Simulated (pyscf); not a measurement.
**Addition across a multiple bond or ene-type step: H₂C=C=CH₂ + H₂O → H₂C=CH–CH₂–OH**

Gas phase, singlet surface, charge 0. Bonds broken: O8–H9. Bonds formed: C1–O8, C2–H9. Structures and frequencies: ωB97X-D3(BJ)/def2-SVP in PySCF. MP2 and CC: frozen core, UHF for open shells. ΔMP2 is the change of the MP2 total energy from the triple- to the quadruple-zeta basis.

Transition state (Å):

```xyz
10

C     -1.5235    -0.3636    -0.0205
C     -0.1975     0.1568    -0.1204
C      0.9463    -0.1327     0.4976
H     -2.1591    -0.1326     0.8480
H     -1.7824    -1.3143    -0.5050
H      1.8694     0.4099     0.2566
H      1.0465    -0.9139     1.2673
O     -2.2049     0.7125    -1.2184
H     -1.1425     0.9678    -1.1915
H     -2.6698     1.4382    -0.7664
```

One imaginary mode, 1207i cm⁻¹; descent along it reached the two sides named.

```csv
bond,change,reactant side (Å),saddle,product side
O8–H9,breaks,0.965,1.093,2.7
C1–O8,forms,3.1,1.749,1.413
C2–H9,forms,2.8,1.643,1.098
```

Electronic energies relative to the separated reactants (kcal/mol):

```json
[
 {"level": "ωB97X-D3(BJ)/def2-TZVP", "barrier": "57.2", "reaction energy": "-26.0", "reverse barrier": "83.1"},
 {"level": "PBE/def2-TZVP", "barrier": "50.3", "reaction energy": "-21.3", "reverse barrier": "71.6"},
 {"level": "r²SCAN/def2-TZVP", "barrier": "53.7", "reaction energy": "-23.0", "reverse barrier": "76.7"},
 {"level": "B3LYP-D3(BJ)/def2-TZVP", "barrier": "56.8", "reaction energy": "-21.4", "reverse barrier": "78.2"},
 {"level": "PBE0-D3(BJ)/def2-TZVP", "barrier": "53.9", "reaction energy": "-25.7", "reverse barrier": "79.6"},
 {"level": "M06-2X/def2-TZVP", "barrier": "58.4", "reaction energy": "-24.0", "reverse barrier": "82.4"},
 {"level": "ωB97M-D3(BJ)/def2-TZVP", "barrier": "56.9", "reaction energy": "-23.1", "reverse barrier": "80.1"},
 {"level": "HF/def2-TZVP", "barrier": "74.8", "reaction energy": "-22.1", "reverse barrier": "96.9"},
 {"level": "MP2/def2-QZVPP", "barrier": "58.7", "reaction energy": "-22.2", "reverse barrier": "81.0"},
 {"level": "CCSD/def2-TZVPP", "barrier": "62.6", "reaction energy": "-22.3", "reverse barrier": "84.9"},
 {"level": "CCSD(T)/def2-TZVPP", "barrier": "59.1", "reaction energy": "-22.0", "reverse barrier": "81.1"},
 {"level": "CCSD(T)/def2-TZVPP + ΔMP2(QZVPP)", "barrier": "59.6", "reaction energy": "-21.6", "reverse barrier": "81.2"}
]
```

With CCSD(T)/def2-TZVPP + ΔMP2(QZVPP) energies and thermal terms (ideal gas, 1 atm, RRHO with modes under 100 cm⁻¹ raised to 100, one conformer, R ln 2 for chiral ones without a mode under 150 cm⁻¹), in kcal/mol:

```
T (K)   ΔH‡   ΔG‡     ΔH     ΔG
-----  ----  ----  -----  -----
298    58.9  68.6  -17.6   -7.8
600    58.6  78.6  -18.1   +2.5
900    59.0  88.6  -17.7  +12.8
1200   59.7  98.4  -16.8  +22.8
```

The same reactants have a lower exit, to H₂C=C(CH₃)–OH (barrier +50.1 kcal/mol at ωB97M-D3(BJ)/def2-TZVP, against +56.9 kcal/mol here). H₂C=CH–CH₂–OH lies 10.6 kcal/mol over its isomer H₂C=C(CH₃)–OH (electronic energy, ωB97M-D3(BJ)/def2-TZVP). One saddle was located; it need not be the lowest between these sides. The CCSD(T) − MP2 part came from Ansatz, without density fitting, on the same reference.
